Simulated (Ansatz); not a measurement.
This geometry of C$_{2}$H$_{3}$NO (7 atoms, charge 0, multiplicity 1) is a first-order saddle point.

Level of theory: Ansatz 0.2.0, RKS PBE/def2-SVP.

```xyz
7
Properties=species:S:1:pos:R:3
O -0.773 1.209 -0.841
C -0.131 0.269 -0.143
C 0.455 -0.183 0.919
N 0.310 -1.105 -0.383
H -1.735 1.136 -0.681
H 0.711 -0.344 1.966
H 1.224 -1.051 -0.884
```

(1) Which two structures does it join? (They come from a converged band through this point; their orientation in space is the band's.)

(2) How far does it lie above each of them?

## Answers

(1) No bond is made or broken. The dihedral H5–O1–C2–N4 goes from -11 to 168°.

Initial state:

```xyz
7
Properties=species:S:1:pos:R:3
O -0.944 1.292 -0.386
C -0.135 0.329 0.030
C 0.765 -0.108 0.872
N 0.046 -1.046 -0.261
H -1.419 0.960 -1.176
H 1.012 -0.346 1.909
H 0.736 -1.150 -1.032
```

Final state:

```xyz
7
Properties=species:S:1:pos:R:3
O -1.144 0.808 -0.822
C -0.219 0.118 -0.173
C 0.704 -0.023 0.756
N 0.218 -1.205 -0.281
H -1.296 1.647 -0.341
H 0.855 -0.129 1.834
H 0.944 -1.284 -1.019
```

(2) 0.257 eV above the first and 0.260 eV above the second. This is the barrier of this one path; another mechanism may lie lower.

Time of the run: 6.7 min on 1 CPU thread of a shared host.
